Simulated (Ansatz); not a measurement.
Input and output for C3H8S2, SMILES `SCCCS`.

```yaml
crystal:
  periodic: [false, false, false]
  atoms:
    - {symbol: S, position_ang: [-2.238037, -0.336140, 0.770469]}
    - {symbol: C, position_ang: [-0.486327, -0.794144, 1.079838]}
    - {symbol: C, position_ang: [0.510991, 0.084317, 0.380900]}
    - {symbol: C, position_ang: [0.412997, -0.080087, -1.118970]}
    - {symbol: S, position_ang: [1.645246, 0.904020, -2.066086]}
    - {symbol: H, position_ang: [-2.169298, 0.829536, 1.331419]}
    - {symbol: H, position_ang: [-0.394785, -1.864417, 0.753965]}
    - {symbol: H, position_ang: [-0.367617, -0.757044, 2.160553]}
    - {symbol: H, position_ang: [0.401195, 1.127117, 0.662948]}
    - {symbol: H, position_ang: [1.490581, -0.263677, 0.695031]}
    - {symbol: H, position_ang: [-0.605298, 0.113800, -1.578387]}
    - {symbol: H, position_ang: [0.609726, -1.099784, -1.430153]}
    - {symbol: H, position_ang: [1.090112, 2.149339, -1.776373]}
basis:
  gaussian: {orbitals: pcseg-2}
hamiltonian: {xc: {name: PBE0}}
correlation: {method: rpa, electrons: all}
```

```sh
$ ansatz run in.yaml --threads 4 --pin off --events-out ev --progress --plain --max-ram 10444MiB
```

Shortened log:

```
Functional definition: PBE0
1595 factors; integrals over basis functions are off by at most 1.0e-3 eV
mean field evaluation 1: about -24893.4279 eV, gradient 6.2e1 eV
mean field evaluation 2: about -24893.7029 eV, gradient 6.2e1 eV
mean field evaluation 4: about -24902.7941 eV, gradient 7.9e0 eV
mean field evaluation 8: about -24902.9529 eV, gradient 6.5e-1 eV
mean field evaluation 16: about -24902.9538 eV, gradient 3.8e-4 eV
mean field -24902.95384397 eV, -915.1666739374 hartree, gradient 3.2e-6 eV, S^2 0.000000; 0 other end points of the search recorded, 0 dependent functions left out
reference -24853.43361915 eV, -913.3468392415 hartree; 29, 29 occupied and 241, 241 virtual orbitals, 1595 factors
Total energy: -24894.80471488 eV, -914.8671989671 hartree
```

Run time 6 s (4 threads of an Intel Xeon 6975P-C on a shared host); peak host memory 0.78 GiB.
